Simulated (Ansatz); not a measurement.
The end point of a relaxation of Au. Calculation: PBEsol (plane waves to 420 eV, PAW, scalar-relativistic; Ansatz, an electronic-structure program).

```cif
data_Au
_chemical_formula_sum 'Au1'
_space_group_name_H-M_alt 'P 1'
_space_group_IT_number 1
_cell_length_a 2.88674
_cell_length_b 2.88674
_cell_length_c 2.88674
_cell_angle_alpha 119.983
_cell_angle_beta 119.983
_cell_angle_gamma 90.029
loop_
_space_group_symop_operation_xyz
  'x, y, z'
loop_
_atom_site_label
_atom_site_type_symbol
_atom_site_fract_x
_atom_site_fract_y
_atom_site_fract_z
_atom_site_occupancy
Au1 Au 0.50000 0.50000 0.00000 1
```

Task: Determine the symmetry and give the standard cell with its independent sites.

Result: Space group Fm-3m (No. 225); a = b = c = 4.083 Å, α = β = γ = 90.00°

```
atom  site  symmetry       x       y       z
----  ----  --------  ------  ------  ------
Au      4b      m-3m  0.5000  0.5000  0.5000
```

This is the fcc (Cu type).

Task: Give the shortest distances between elements (the closest pairs, up to four, under 3.6 Å).

Result: Au–Au 2.89 Å.

The volume per atom is 17.01 Å³ and the band gap is no gap (metallic).

No spin polarisation in the result.

Measured for Au: a 4.062 Å (static lattice; corrected from measurement; as listed in Daniel Mejia-Rodriguez, S. B. Trickey, Phys. Rev. B (2018)). Computed minus measured — a: PBEsol +0.5 %. The computed values are for a static lattice.

It was reached from a disturbed copy of a Fd-3m (No. 227) cell (diamond type), against which it lies -0.94 eV/atom.
